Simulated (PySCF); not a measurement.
**NaO: from constants to spectrum**

UHF-CCSD(T) constants of NaO, ²Π (doublet), unpaired electrons π ↑ (basis Na aug-cc-pVDZ, O aug-cc-pVDZ; no relativity; PySCF 2.14; masses 22.9898 and 15.9949 u):

* ωe: 474.1 cm⁻¹
* ωexe: 3.95 cm⁻¹
* Be: 0.41966 cm⁻¹
* αe: 0.00548 cm⁻¹
* De to Na + O: 2.52 eV

Task: What force constant and bond length do these constants imply?

Result: Reduced mass μred = 9.4324 u; k = 5.8918×10⁻⁷·μred·ωe² (u, cm⁻¹, mdyn/Å) = 1.25 mdyn/Å; Re = √(16.8576/(μred·Be)) (u, cm⁻¹, Å) = 2.064 Å.

Task: Estimate the centrifugal constant D from the Kratzer relation and find the Dunham coefficient a1.

Result: D = 4Be³/ωe² = 1.32e-06 cm⁻¹; a1 = −1 − αeωe/(6Be²) = -3.46.

Correlated steps freeze 2 core orbitals. Correlated levels converge slowly with the basis: in double zeta they bind strong bonds too weakly, by up to about 1 eV, and carry superposition errors of some tenths. The state is the lowest determinant that a PBE0 search found; another state may lie lower at other levels.
